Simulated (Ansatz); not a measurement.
A ladder of methods for C3H8S (ethyl methyl sulfide)

The species is C3H8S (12 atoms), meant as a singlet with charge 0. As SMILES, `CCSC`. Geometry: relaxed at PBE0-D4/def2-TZVP. This is one conformer, not always the lowest.

```xyz
12

C    -0.7165    1.3381    0.1946
C    -0.4363    0.0904    1.0084
S     1.1914   -0.6415    0.7387
C     1.0093   -1.2466   -0.9429
H    -0.7115    1.1275   -0.8769
H    -1.7005    1.7457    0.4442
H     0.0345    2.1056    0.3902
H    -1.1959   -0.6770    0.8315
H    -0.4569    0.3163    2.0776
H     0.1693   -1.9401   -1.0203
H     0.8860   -0.4349   -1.6609
H     1.9271   -1.7837   -1.1843
```

Each level gives the atomisation enthalpy at 298 K (kJ/mol). The values are calculated. The thermal term (zero-point and 298 K enthalpy, harmonic and unscaled) is that of B3LYP/6-31G*; the spin-orbit lowering of the free atoms at 298 K, 1.9 kJ/mol by their spectra, is taken off.

**What was measured.** CRC Handbook of Chemistry and Physics gives the atomisation enthalpy at 298 K of the gas as 4231 kJ/mol.

```csv
level,kind,program,value (kJ/mol),computed − measured,CPU time (all runs)
SVWN5/6-31G* (spherical functions),LDA,Ansatz,4834,+603,4.3 s
BLYP/6-31G* (spherical functions),GGA,Ansatz,4165,-66,6.9 s
r2SCAN/6-31G* (spherical functions),meta-GGA,Ansatz,4223,-8,14 s
B3LYP/6-31G* (spherical functions),global hybrid,Ansatz,4199,-32,7.1 s
BHLYP/6-31G* (spherical functions),global hybrid,Ansatz,4105,-126,7.9 s
r2SCAN0/6-31G* (spherical functions),hybrid meta-GGA,Ansatz,4183,-48,15 s
wB97X/6-31G* (spherical functions),range-separated hybrid,Ansatz,4231,0,27 s
B2PLYP/6-31G* (spherical functions),double hybrid,Ansatz,4088,-143,9 s
RPA@PBE0/6-31G* (spherical functions),RPA,Ansatz,3794,-437,11 s
CCSD/6-31G* (spherical functions),coupled cluster or CI,Ansatz,3797,-434,8.2 s
```

Nearest: wB97X/6-31G* (spherical functions) (0 kJ/mol); farthest: SVWN5/6-31G* (spherical functions) (+603 kJ/mol). Computed less measured by kind, in kJ/mol (of the ab initio rows, those in 6-31G*): LDA +603; GGA -66; meta-GGA -8; global hybrid -126 to -32; range-separated hybrid +0; double hybrid -143; RPA -437; coupled cluster or CI -434. In a finite basis correlated wave-function methods underbind, so their errors here aren't those of the basis-set limit. In so small a basis fixed costs decide the times, and correlated methods can beat functionals. CPU times are rough (shared hosts, several kinds of processor and program).
